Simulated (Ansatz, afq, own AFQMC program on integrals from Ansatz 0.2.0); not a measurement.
AFQMC on a folder of integrals that Ansatz 0.2.0 wrote.

```yaml
crystal:
  periodic: [false, false, false]
  atoms:
    - {symbol: Si, position_ang: [0.000000, 0.000000, 0.595671]}
    - {symbol: C, position_ang: [0.000000, 0.000000, -1.106259]}
    - {symbol: H, position_ang: [0.000000, -0.909276, -1.707827]}
    - {symbol: H, position_ang: [0.000000, 0.909276, -1.707827]}
basis:
  gaussian: {orbitals: cc-pVDZ}
total_charge: 1
magnetization: {spin_polarized: true, initial_magnetization: 1}
correlation: {method: ccsd_t, electrons: outside_noble_gas, hamiltonian_folder: ham}
```

```sh
$ ansatz run in.yaml --threads 1 --pin off --events-out ev --progress --plain --max-ram 1843MiB
```

Options of the walk:

```
--method phaseless --trial cisd --walkers 60 --populations 1 --least-time 40 --time-step 0.005 --steps-per-block 50 --equilibration-blocks 28 --max-blocks 300 --target-error 0.00036 --factor-cut 1e-05 --start spin_pure --seed 7725 --release-times 0.24,0.51,0.99,1.62,2.4 --release-step 0.03 --release-every 4 --taylor-order 6
```

Times are imaginary, in 1/Eh. The walk had a cap of 1011 s.

```
orbitals 36  electrons 5 4  factors 279 of 404
reference energy -327.60485365 Eh
CCSD correlation -0.20200126 Eh in 10 cycles, weight of the determinant in the CISD state 0.8885
energy of the start -327.806706 Eh
 block  time / (1/Eh)  mean weight  energy / Eh
     1     0.250  0.9995  -327.804435
     2     0.500  0.9995  -327.806059
     3     0.750  1.0003  -327.807596
     4     1.000  1.0008  -327.810458
     5     1.250  1.0007  -327.806801
     7     1.750  1.0007  -327.813343
     9     2.250  0.9995  -327.812720
    11     2.750  0.9986  -327.812068
    21     5.250  0.9977  -327.810372
    31     7.750  1.0001  -327.813656
    41    10.250  0.9993  -327.816605
    51    12.750  0.9987  -327.814026
    61    15.250  0.9989  -327.807024
    71    17.750  1.0000  -327.813577
    81    20.250  1.0001  -327.814979
    91    22.750  1.0012  -327.813523
   101    25.250  0.9971  -327.808881
   111    27.750  0.9978  -327.812021
   121    30.250  0.9991  -327.812859
   126    31.500  1.0023  -327.822236
   131    32.750  1.0006  -327.814583
   141    35.250  0.9991  -327.811934
   151    37.750  1.0021  -327.808258
   161    40.250  1.0003  -327.810741
   171    42.750  0.9995  -327.810228
   181    45.250  1.0003  -327.813044
   191    47.750  0.9991  -327.811510
   201    50.250  0.9990  -327.812202
   211    52.750  1.0005  -327.811334
   221    55.250  1.0007  -327.813941
   231    57.750  1.0007  -327.810551
   236    59.000  0.9974  -327.812499
blocks merged  error / Eh  count
     1  0.000223  210
     2  0.000279  105
     4  0.000312  52
     8  0.000339  26
    16  0.000337  13
released: time / (1/Eh)  energy / Eh  error  mean overlap
  0.24  -327.813531  0.000376  1.0015
  0.51  -327.813606  0.000332  0.9935
  0.99  -327.814017  0.000376  0.9852
  1.62  -327.814086  0.000472  0.9558
  2.40  -327.814660  0.000484  0.9345
energy -327.812964 +/- 0.000339 Eh
(rows thinned)
```

Task: Estimate how long the walk took on 1 thread of Arm Neoverse V1, with other jobs on the host.

Result: 4.6 min of wall time.

The run passed its tests (sampling time, drift between the halves within three errors, error under three times the target), which doesn't prove that it has relaxed. The second half of the sampling lies above the first by 2.6 errors of their difference, so the energy may still be moving and its error bar be too small.

Against this walk (error 9.2 meV) on the same determinant: CCSD(T) 23.0 meV higher, CCSDT(Q) 10.1 meV lower (within the noise). The error is statistical and leaves out the bias of the constraint. The released energies are still falling (meV from the phaseless value at times in 1/Eh: -15 ± 10 at 0.24, -17 ± 9 at 0.51, -29 ± 10 at 0.99, -31 ± 13 at 1.62, -46 ± 13 at 2.40), so they give no level.

Cautions: constraint bias not in the error.

CCSDT and higher add their correlation energy to the determinant of the CCSD(T) run, since their own runs factorise the integrals more tightly (a shift of under 2 meV). A walk keeps the symmetry of its determinant, which the program's search chose and which needn't be the lowest solution, so a lower state of the same spin and another symmetry isn't excluded.
